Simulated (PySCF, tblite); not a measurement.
# C2H6O, a complex of two parts: NMR shifts, interaction energy, infrared bands, spin-spin couplings and core binding energies

One table from this session's results is given with a row withheld; the runs are named, their logs left out.

Programs: tblite 0.8.0 and PySCF 2.14.0. All values are calculated, for the isolated system unless a continuum is named. Atoms count from 0, parts from 1.

## Starting point

9 atoms, charge 0, multiplicity 1; geometry: rigid parts in contact. Parts: 1 = atoms 0–4, `C`, charge 0; 2 = atoms 5–8, `C=O`, charge 0.

Set-up of the first run:

Job settings and geometry (Å):

```
{"job": {"kind": "dock", "xc": "GFN2-xTB", "basis": "xTB"}, "charge": 0, "multiplicity": 1, "parts": [{"atoms": "0-4", "charge": 0, "multiplicity": 1}, {"atoms": "5-8", "charge": 0, "multiplicity": 1}]}
C      0.000119    -0.000037    -0.000016
H     -0.590910    -0.867045    -0.264979
H     -0.453707     0.887931    -0.420532
H      0.042146     0.092430     1.077425
H      1.002351    -0.113279    -0.391899
C     -1.096405    -3.105345    -0.877405
O     -2.022615    -3.482026    -1.526435
H     -0.133945    -2.807522    -1.326350
H     -1.130365    -3.025572     0.222166
```

Level: GFN2-xTB search for minima from random contacts, gas phase.

On the command line:

```console
$ OMP_NUM_THREADS=1 python cluster_run.py task.json out
```

This one command runs all jobs of the session in turn.

Among the steps run: Bringing the parts together with GFN2-xTB; Geometry optimisation at PBE0-D3(BJ)/def2-TZVPD; NMR shieldings: PBE0/pcSseg-2; Coupled-cluster interaction energy: CCSD(T) and MP2.

One of the session's tables, all rows but one given; the rest of the session is left out.

It belongs to the step «Coupled-cluster interaction energy: CCSD(T) and MP2». 

```
                 method  interaction energy (kcal/mol)
         HF/aug-cc-pVDZ                           0.23
        MP2/aug-cc-pVDZ                          -0.59
       CCSD/aug-cc-pVDZ                          -0.47
    CCSD(T)/aug-cc-pVDZ                          -0.59
         HF/aug-cc-pVQZ                           0.23
        MP2/aug-cc-pVQZ                          -0.74
    SCS-MP2/aug-cc-pVQZ                              ?
      MP2, extrapolated                          -0.76
CCSD(T), limit estimate                          -0.76
```

Estimate the missing values for SCS-MP2/aug-cc-pVQZ.

**Answer.** interaction energy (kcal/mol): -0.51. In the column «interaction energy (kcal/mol)» it lies between CCSD(T)/aug-cc-pVDZ (-0.59) and CCSD/aug-cc-pVDZ (-0.47).
